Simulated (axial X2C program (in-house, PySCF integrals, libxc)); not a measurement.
## Worked dissociation energy of NaAl⁻: CCSD, 2c

All values were computed with an in-house relativistic program for diatomic molecules. Two-component (2c) means X2C with spin–orbit coupling and atomic mean-field two-electron Coulomb and Gaunt terms. Basis: Al dyall-av3z [9s9p3d2f], Na dyall-av3z [10s9p5d2f] (cores contracted in-house); Gaussian nuclei, density fitting, unrestricted open shells. Masses: Al 26.982 u, Na 22.990 u.

Molecular state: Ω = 1/2 (⟨Sz⟩ = -0.50, ⟨Lz⟩ = 1.00 at HF).

Correlated methods: 13 electrons correlated (number of frozen shells: Al 2 s, 1 p; Na 1 s), 241 virtual spin orbitals or spinors in MP2, 90 natural virtuals in coupled cluster.

* E(Al) (2M_J = 1): -242.341247 hartree
* E(Na-) (2M_J = 0): -162.350585 hartree
* E(NaAl⁻) at Re: -404.719529 hartree
* ωe: 153.5 cm⁻¹
* ωexe: 1.18 cm⁻¹

Problem. Work out De and D0.

Solution. De = -242.341247 + (-162.350585) − (-404.719529) = 0.02770 hartree = 0.754 eV. The zero-point energy is ωe/2 − ωexe/4 = 76 cm⁻¹ = 0.009 eV, so D0 = 0.744 eV.

The state is one determinant whose occupation by symmetry is held fixed; it was picked as the lowest of a PBE0 search that is not exhaustive. De is counted from the lowest determinant-based energies of the atoms at the same level, without counterpoise correction. CCSD ran in a truncated set of natural virtual spinors with an MP2 remainder; without triples it tends to underbind. In 2c an atomic determinant is not the ground J level, so De misses part of the atomic spin–orbit lowering. This holds for CCSD. Other states lie close and PBE0, whose exact exchange favours high spin, may order them wrongly; the determinant shown need not be the ground state. The nearest other 2c determinant of the search, Ω = 3/2, lies 0.01 eV up at the distance of the search. The T1 diagnostic is large, a sign of multireference character.

Each atomic determinant is the lowest at this level and need not be a pure J level. Totals compare only within one Hamiltonian and basis.
